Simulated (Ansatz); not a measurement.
Input file for Ansatz (a quantum-chemistry and plane-wave program): R-PBE/def2-TZVPPD on CH7NO (a complex). Files ending in .json are basis or fitting sets from the Basis Set Exchange.

Ansatz 0.2 input:
```yaml
crystal:
  periodic: [false, false, false]
  atoms:
    - {symbol: N, position_ang: [-0.87214106, -0.71844233, -0.35469947]}
    - {symbol: H, position_ang: [-0.96782806, -1.68727333, -0.07884647]}
    - {symbol: H, position_ang: [-1.46128106, -0.60500733, -1.16945947]}
    - {symbol: C, position_ang: [-1.35558606, 0.14963767, 0.72567753]}
    - {symbol: H, position_ang: [-1.25143706, 1.18670367, 0.41782553]}
    - {symbol: H, position_ang: [-2.39341406, -0.02376633, 1.01680853]}
    - {symbol: H, position_ang: [-0.72370006, 0.00995267, 1.59891853]}
    - {symbol: O, position_ang: [1.97484094, 0.56375667, -0.25788247]}
    - {symbol: H, position_ang: [1.15732394, 0.06748367, -0.43103547]}
    - {symbol: H, position_ang: [2.55674194, 0.30525867, -0.97362847]}
basis:
  gaussian:
    orbitals: def2-TZVPPD.json
hamiltonian:
  xc: {name: PBE}
scf: {lower_state_search: off}
```

Problem. Predict the final total energy.

Solution. -172.1625 hartree.
